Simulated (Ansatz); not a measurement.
# A barrier at the coupled-cluster level

Start structure (SiNH7O, closed shell), relaxed at PBE0-D4/def2-TZVP:

```tsv
atom	x (Å)	y (Å)	z (Å)
Si1	-1.2622	-0.4528	-0.3004
N2	0.2006	-0.7012	0.6059
H3	-2.2878	-1.5220	-0.1329
H4	-1.8438	0.8351	0.1459
H5	-0.8891	-0.3969	-1.7362
H6	1.3287	0.8981	0.2038
O7	1.7962	1.7385	0.0643
H8	0.1383	-0.5970	1.6094
H9	0.7444	-1.5257	0.3934
H10	2.0750	1.7238	-0.8530
```

The step: SiNH₅ ([NH2][SiH3]) + H₂O → SiH₄O ([OH][SiH3]) + NH₃; bonds formed: Si1–O7, N2–H6; bonds broken: Si1–N2, H6–O7. Program: Ansatz 0.2.0. Basis: def2-TZVPP and def2-QZVPP. Cores are frozen in the correlated methods. Extrapolation: Hartree–Fock as exp(−7.88 √X), correlation as X^−2.97. Energies below are by CCSD(T) at an estimated basis limit (MP2 extrapolated from triple and quadruple zeta, plus CCSD(T) − MP2 in triple zeta).

Question: What are the electronic barrier and the energy of the step, from the start structure to the end structure? (To be estimated.)

Answer: Computed: Barrier 1.169 eV; step energy -0.312 eV (downhill); reverse barrier, their difference, 1.481 eV. Barrier and step energy count from the start structure, the reverse barrier from the end structure.

The saddle point: One imaginary mode of 1065i cm⁻¹.
```csv
pair,start (Å),saddle (Å),end (Å)
Si1–O7,3.78,2.02,1.67
N2–H6,2.00,1.21,1.01
Si1–N2,1.74,1.88,2.45
H6–O7,0.97,1.28,2.70
```

Zero-point energy (harmonic, PBE0-D4): ZPE is 2.041 eV at the start and 1.998 eV at the saddle, so the barrier goes from 1.169 to 1.126 eV.

T1 diagnostic: at most 0.011.

The step is the kind of ligand exchange by which a precursor binds to a hydroxyl group, or is hydrolysed, in atomic layer deposition of oxides.

Labels in which every atom is bracketed show which atoms are joined, not bond orders.

For scale, one of the runs: CCSD(T)/def2-TZVPP, 202 basis functions, launched by `ansatz run in.yaml --threads 2 --pin off --events-out ev --progress --plain --max-ram 4352MiB`. The run took 48 s on 2 CPU threads of an Arm Neoverse V2 (shared host), with 2.5 GiB of host memory at its peak.
